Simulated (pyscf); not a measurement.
Homolytic dissociation enthalpies at 298 K of Al–F, Cl–Ga, Cl–In, F–Ga bonds in 8 gas-phase molecules, in kcal/mol. Single points on ωB97X-D3(BJ)/def2-SVP structures (PySCF, gas phase). MP2 and CC: frozen core, UHF for open shells. ΔMP2 is the change of the MP2 total energy from the triple- to the quadruple-zeta basis. Both columns use the same structures and thermal terms. Rows were drawn at random from the closed-shell molecules with such a bond whose radicals are computed, keep their shape and have no isomer in the data more than 5 kcal/mol lower.

| row | molecule | radicals | PBE/def2-TZVP | CCSD(T)/def2-TZVPP + ΔMP2(QZVPP) |
|---|---|---|---|---|
| 1 | F–In(F)–Cl | [F–In–F]• + Cl• | 81.3 | 85.4 |
| 2 | F–Ga(Cl)–SeH | F• + [Cl–Ga–SeH]• | 123.3 | 125.9 |
| 3 | HO–Ga(Cl)–Cl | [HO–Ga–Cl]• + Cl• | 96.8 | 101.7 |
| 4 | F–Al(F)–F | F• + [F–Al–F]• | 151.4 | 155.4 |
| 5 | HO–GaH–F | [HO–GaH]• + F• | 131.1 | 133.2 |
| 6 | F–Al(Cl)–Cl | F• + [Cl–Al–Cl]• | 151.0 | 154.6 |
| 7 | F–GaH–SH | F• + [HS–GaH]• | 131.9 | 132.9 |
| 8 | F–GaH–SeH | F• + [HGa–SeH]• | 131.1 | ? |

Q: Fit a line that carries the PBE values to the last column and predict row 8.

A: In the 7 complete rows the last column lies 1.0 to 4.9 kcal/mol from PBE (mean 3.2, median 3.6). Least squares gives y = 5.7 + 0.98·x with residuals of 1.2 kcal/mol (root mean square). For row 8: 5.7 + 0.98 × 131.1 = 134.2 kcal/mol. The computed value is 132.1 kcal/mol, 2.1 under the line. The CCSD(T) − MP2 part came from Ansatz, without density fitting, on the same reference. The frozen core leaves the outer d or s,p core shells of the metals and heavy elements correlated in the MP2 and CC values, and def2-TZVPP describes them poorly, which can shift differences by a few kcal/mol. Left out: the spin-orbit lowering of Cl, F. Elements up to Kr have no core potential and no relativistic terms here. Elements past Kr carry the def2 core potentials, without spin-orbit coupling.
